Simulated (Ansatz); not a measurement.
The input, for Ansatz 0.2.0:

```yaml
crystal:
  periodic: [false, false, false]
  atoms:
    - {symbol: B, position_ang: [0.000681, -0.000538, 0.006476]}
    - {symbol: H, position_ang: [1.215622, -0.002083, -0.001444]}
    - {symbol: H, position_ang: [-0.572711, 1.088225, -0.050858]}
    - {symbol: H, position_ang: [-0.650216, -1.080376, -0.017155]}
basis:
  gaussian: {orbitals: aug-cc-pVDZ}
total_charge: -1
magnetization: {spin_polarized: false, initial_magnetization: 1}
correlation: {active_space: {ras: {orbitals: [3, 1, 45], electrons: 7, max_holes: 2, max_particles: 2}, fixed_orbitals: true}}
```

```sh
$ ansatz run in.yaml --threads 1 --pin off --events-out ev --progress --plain --max-ram 2393MiB
```

Roughly how long does this take on 1 thread of Intel Xeon Platinum 8375C, shared host, and how much host memory?

3.8 s wall and 0.14 GiB.

```
479 factors; integrals over basis functions are off by at most 1.0e-3 eV
mean field evaluation 1: about -716.3290 eV, gradient 1.3e1 eV
mean field evaluation 2: about -716.3273 eV, gradient 1.3e1 eV
mean field evaluation 4: about -717.3461 eV, gradient 1.4e0 eV
mean field evaluation 8: about -717.3579 eV, gradient 4.0e-3 eV
mean field evaluation 16: about -716.9645 eV, gradient 3.9e0 eV
mean field evaluation 32: about -717.3577 eV, gradient 5.8e-2 eV
mean field -717.35785253 eV, -26.3624148377 hartree, gradient 3.0e-6 eV, S^2 0.750000; 11 other end points of the search recorded, 0 dependent functions left out
reference -717.35785253 eV, -26.3624148377 hartree; 5, 4 occupied and 45, 46 virtual orbitals, 479 factors
state -721.03198623 eV, -26.4974367611 hartree
Total energy: -721.03198623 eV, -26.4974367611 hartree
```

For the same geometry and basis UCCSDT(Q) lies 309.5 meV lower.
